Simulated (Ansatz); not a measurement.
Barrier C2H6 (SMILES CC) + NH2 (SMILES [NH2]) via C2H8N, on the benchmark's geometries as Psi4's copy gives them; open shells unrestricted, no zero-point energy, no spin–orbit coupling.
Transition structure (charge 0, multiplicity 2, Z-matrix in Å and degrees):
```
C
H 1 1.0876
H 1 1.0876 2 111.18
C 1 1.5113 2 114.81 3 132.44
H 4 1.0897 1 111.13 2 54.62
H 4 1.0897 5 107.80 1 -122.00
H 4 1.0930 5 107.75 6 -116.04
H 1 1.2945 2 104.83 3 -112.74
N 8 1.2956 2 144.48 1 -175.30
H 9 1.0213 8 99.30 2 107.75
H 9 1.0213 10 104.03 8 102.11
```

Correlated levels freeze the cores. MP2 and its Hartree–Fock in aug-cc-pVQZ, aug-cc-pVTZ are density fitted.

Run with Ansatz (Gaussian basis) for Hartree–Fock, density functionals and correlated methods. Each number belongs to the level named beside it.

The barrier height is − E(C2H6) − E(H2N) + E(TS). Total energies (hartree):

| level | C2H6 | H2N | TS |
|---|---|---|---|
| HF/aug-cc-pVTZ | -79.2603214 | -55.5880480 | -134.8002219 |
| MP2/aug-cc-pVTZ | -79.6352500 | -55.7765963 | -135.3933254 |
| HF/aug-cc-pVQZ | -79.2652425 | -55.5913826 | -134.8083739 |
| MP2/aug-cc-pVQZ | -79.6595825 | -55.7915635 | -135.4326140 |
| MP2/aug-cc-pVDZ | -79.5506240 | -55.7283827 | -135.2606246 |
| CCSD(T)/aug-cc-pVDZ | -79.5969750 | -55.7516981 | -135.3304402 |

Question: Work out the barrier height at the basis-set limit: extrapolate the MP2 correlation part as X⁻³, take Hartree–Fock from the larger set, and add the CCSD(T) − MP2 difference of aug-cc-pVDZ.

Answer: 
1. Differences (1 hartree = 627.509 kcal/mol): HF/aug-cc-pVTZ 30.213; MP2/aug-cc-pVTZ 11.622; HF/aug-cc-pVQZ 30.278; MP2/aug-cc-pVQZ 11.629; MP2/aug-cc-pVDZ 11.535; CCSD(T)/aug-cc-pVDZ 11.441.
2. Correlation parts, MP2 less HF: -18.591 in aug-cc-pVTZ (X = 3), -18.649 in aug-cc-pVQZ (X = 4).
3. Limit (4³·(-18.649) − 3³·(-18.591))/(4³ − 3³) = -18.692; with HF/aug-cc-pVQZ it gives 11.586.
4. CCSD(T) less MP2 in aug-cc-pVDZ: -0.094.
Result: 11.49 kcal/mol, against 11.62 at MP2/aug-cc-pVTZ. It is an estimate of this method's limit, not of the exact value.

Ansatz is a quantum-chemistry and plane-wave program.
